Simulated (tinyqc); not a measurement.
G0W0 on RHF in the sto-3g basis, for H2O, spin multiplicity 1, step by step (part 2 of 2). Computed by tinyqc, a small Python program that keeps every step (integrals from PySCF). Command: `OMP_NUM_THREADS=1 python tinyqc.py 29596 29597 out.jsonl` (the two numbers bound the seeds that draw the settings). One thread of a shared host (Intel(R) Xeon(R) Processor @ 2.60GHz), about 0.08 s of CPU time with the checks.

Geometry (angstrom):
```
atom         x          y         z
O     0.000000   0.000000  0.000000
H     0.000000   0.742000  0.689000
H     0.000000  -0.742000  0.689000
```

## Screening: direct RPA

orbital energies (hartree): MO1 -20.260566, MO2 -1.252429, MO3 -0.572086, MO4 -0.469871, MO5 -0.395033, MO6 0.567703, MO7 0.653173

Two-electron integrals over orbitals (pq|rs), unique and non-zero (hartree):
```
(11|11) 4.745584    (21|11) -0.419508   (21|21) 0.058876    (22|11) 1.007578
(22|21) -0.013484   (22|22) 0.727187    (31|31) 0.011321    (32|31) 0.017812
(32|32) 0.138647    (33|11) 0.795666    (33|21) -0.004603   (33|22) 0.639444
(33|33) 0.623061    (41|11) 0.187946    (41|21) -0.023637   (41|22) 0.015387
(41|33) 0.006479    (41|41) 0.026618    (42|11) -0.145215   (42|21) 0.009235
(42|22) -0.006110   (42|33) 0.004479    (42|41) 0.017125    (42|42) 0.125868
(43|31) -0.003702   (43|32) 0.020791    (43|43) 0.051603    (44|11) 0.961427
(44|21) -0.012644   (44|22) 0.663377    (44|33) 0.587314    (44|41) -0.009680
(44|42) -0.099288   (44|44) 0.738729    (51|51) 0.026006    (52|51) 0.032612
(52|52) 0.145748    (53|53) 0.028393    (54|51) -0.013682   (54|52) -0.048716
(54|54) 0.054060    (55|11) 1.115347    (55|21) -0.011804   (55|22) 0.748495
(55|33) 0.623741    (55|41) 0.005279    (55|42) -0.078047   (55|44) 0.707986
(55|55) 0.880159    (61|11) -0.215241   (61|21) 0.032803    (61|22) 0.000091
(61|33) 0.000829    (61|41) 0.000787    (61|42) 0.021149    (61|44) -0.018550
(61|55) -0.005672   (61|61) 0.029682    (62|11) 0.291855    (62|21) -0.005950
(62|22) 0.141058    (62|33) 0.077348    (62|41) 0.018869    (62|42) 0.023071
(62|44) 0.071963    (62|55) 0.151762    (62|61) 0.009688    (62|62) 0.101128
(63|31) 0.003452    (63|32) -0.031502   (63|43) -0.029995   (63|63) 0.065520
(64|11) 0.246881    (64|21) -0.003141   (64|22) 0.106148    (64|33) 0.048133
(64|41) 0.000254    (64|42) -0.049894   (64|44) 0.130351    (64|55) 0.133677
(64|61) -0.002502   (64|62) 0.058162    (64|64) 0.086353    (65|51) 0.014209
(65|52) 0.054481    (65|54) 0.001370    (65|65) 0.036924    (66|11) 0.816734
(66|21) -0.007328   (66|22) 0.617525    (66|33) 0.569534    (66|41) 0.019910
(66|42) 0.051193    (66|44) 0.555527    (66|55) 0.594818    (66|61) 0.009531
(66|62) 0.101324    (66|64) 0.049345    (66|66) 0.602447    (71|31) 0.014825
(71|32) 0.021984    (71|43) -0.004973   (71|63) 0.003966    (71|71) 0.019456
(72|31) 0.014123    (72|32) 0.043502    (72|43) -0.036208   (72|63) 0.034353
(72|71) 0.017618    (72|72) 0.063108    (73|11) 0.361829    (73|21) -0.007319
(73|22) 0.141742    (73|33) 0.089604    (73|41) -0.000646   (73|42) -0.083545
(73|44) 0.146007    (73|55) 0.192463    (73|61) -0.006788   (73|62) 0.072479
(73|64) 0.092884    (73|66) 0.041499    (73|73) 0.158445    (74|31) -0.009647
(74|32) -0.078898   (74|43) -0.005023   (74|63) 0.046593    (74|71) -0.012502
(74|72) -0.015147   (74|74) 0.073318    (75|53) 0.023602    (75|75) 0.023718
(76|31) 0.008224    (76|32) 0.089931    (76|43) 0.053019    (76|63) -0.057590
(76|71) 0.010318    (76|72) -0.011257   (76|74) -0.060305   (76|76) 0.109626
(77|11) 0.838734    (77|21) -0.008587   (77|22) 0.614252    (77|33) 0.600577
(77|41) 0.004377    (77|42) -0.011356   (77|44) 0.589849    (77|55) 0.611269
(77|61) -0.003767   (77|62) 0.063905    (77|64) 0.042006    (77|66) 0.564960
(77|73) 0.083090    (77|77) 0.605889
```

With D = e_a - e_i and K = (ia|jb): diagonalise D^(1/2) (D + 4K) D^(1/2) = Z w^2 Z^T; X + Y = D^(1/2) Z w^(-1/2), each column of Z with its largest component positive (the first on a tie); E_c = (sum w - tr (D + 2K)) / 2.

D^(1/2) (D + 4K) D^(1/2) (hartree^2):
```
            1>6         1>7       2>6        2>7       3>6        3>7        4>6        4>7
1>6  436.289691    0.000000  0.238598   0.000000  0.000000  -0.137174  -0.046529   0.000000
1>7    0.000000  439.012079  0.000000   0.444888  0.077450   0.000000   0.000000  -0.242361
2>6    0.238598    0.000000  4.049146   0.000000  0.000000   0.432948   0.319713   0.000000
2>7    0.000000    0.444888  0.000000   4.112355  0.202513   0.000000   0.000000  -0.088634
3>6    0.000000    0.077450  0.000000   0.202513  1.597833   0.000000   0.000000   0.210857
3>7   -0.137174    0.000000  0.432948   0.000000  0.000000   2.277802   0.418913   0.000000
4>6   -0.046529    0.000000  0.319713   0.000000  0.000000   0.418913   1.434948   0.000000
4>7    0.000000   -0.242361  0.000000  -0.088634  0.210857   0.000000   0.000000   1.590582
5>6    0.000000    0.000000  0.000000   0.000000  0.000000   0.000000   0.000000   0.000000
5>7    0.000000    0.000000  0.000000   0.000000  0.000000   0.000000   0.000000   0.000000

          5>6       5>7
1>6  0.000000  0.000000
1>7  0.000000  0.000000
2>6  0.000000  0.000000
2>7  0.000000  0.000000
3>6  0.000000  0.000000
3>7  0.000000  0.000000
4>6  0.000000  0.000000
4>7  0.000000  0.000000
5>6  1.069052  0.000000
5>7  0.000000  1.198180
```

excitation energies w (hartree): 1.033950  1.094614  1.120503  1.169534  1.342478  1.515382  2.032268  2.051782  20.887553  20.952629

X + Y:
```
            1         2          3          4          5          6          7          8
1>6  0.000000  0.000000   0.000060   0.000000   0.000000   0.001763   0.000000  -0.001385
1>7  0.000000  0.000000   0.000000  -0.001851   0.001206   0.000000  -0.003365   0.000000
2>6  0.000000  0.000000  -0.064722   0.000000   0.000000  -0.310084   0.000000   0.902106
2>7  0.000000  0.000000   0.000000  -0.095591  -0.040726   0.000000   0.965048   0.000000
3>6  0.000000  0.000000   0.000000   0.699861   0.645939   0.000000   0.057901   0.000000
3>7  0.000000  0.000000  -0.376664   0.000000   0.000000   0.808978   0.000000   0.190618
4>6  0.000000  0.000000   0.896358   0.000000   0.000000   0.275109   0.000000   0.104962
4>7  0.000000  0.000000   0.000000  -0.687208   0.651506   0.000000  -0.021010   0.000000
5>6  0.964948  0.000000   0.000000   0.000000   0.000000   0.000000   0.000000   0.000000
5>7  0.000000  0.978572   0.000000   0.000000   0.000000   0.000000   0.000000   0.000000

             9         10
1>6   0.998580   0.000000
1>7   0.000000   0.999071
2>6   0.000163   0.000000
2>7   0.000000   0.000309
3>6   0.000000   0.000041
3>7  -0.000076   0.000000
4>6  -0.000024   0.000000
4>7   0.000000  -0.000128
5>6   0.000000   0.000000
5>7   0.000000   0.000000
```

RPA correlation energy = -0.05947910 hartree

## G0W0 on Hartree-Fock: HOMO

W(p,q,m) = sqrt2 sum_ia (pq|ia) (X+Y)_ia,m; Sigma_c(x) = sum_(i,m) W^2/(x - e_i + w_m) + sum_(a,m) W^2/(x - e_a - w_m); solve x = e_p + Sigma_c(x) by Newton steps; Z = 1/(1 - dSigma/dx); 1 hartree = 27.211386 eV.

The 12 largest terms at x = e_p (hartree; W for the signs of X + Y given):
```
q  m          W       term
5  8   0.265351   0.034317
5  6   0.205634   0.027904
2  1   0.074347   0.002923
5  3   0.053042   0.002511
6  1   0.050388  -0.001272
3  2   0.032663   0.000839
7  2   0.032823  -0.000503
1  1   0.019390   0.000018
4  1   0.001869   3.15e-06
5  9  -0.008000   3.06e-06
```

Newton steps (hartree):
```
step          x  Sigma_c(x)         Z
0     -0.395033    0.066743  0.961113
1     -0.330885    0.064240  0.963710
2     -0.330797    0.064236  0.963714
3     -0.330797    0.064236  0.963714
```

quasiparticle energy of the HOMO = -9.001435 eV

Hartree-Fock value = -10.749395 eV

## G0W0 on Hartree-Fock: LUMO

As before.

The 12 largest terms at x = e_p (hartree; W for the signs of X + Y given):
```
q  m          W       term
6  8   0.147760  -0.010641
7  5  -0.107506  -0.008094
2  8   0.157169   0.006380
4  6   0.114350   0.005122
3  5   0.100809   0.004094
4  8   0.112064   0.004065
4  3   0.054663   0.001385
5  1   0.050388   0.001272
2  6   0.061226   0.001124
6  3   0.031172  -0.000867
3  7   0.050846   0.000815
6  6   0.022266  -0.000327
```

Newton steps (hartree):
```
step         x  Sigma_c(x)         Z
0     0.567703    0.004530  0.979875
1     0.572141    0.004438  0.979838
2     0.572141    0.004438  0.979838
```

quasiparticle energy of the LUMO = 15.568754 eV

Hartree-Fock value = 15.447981 eV
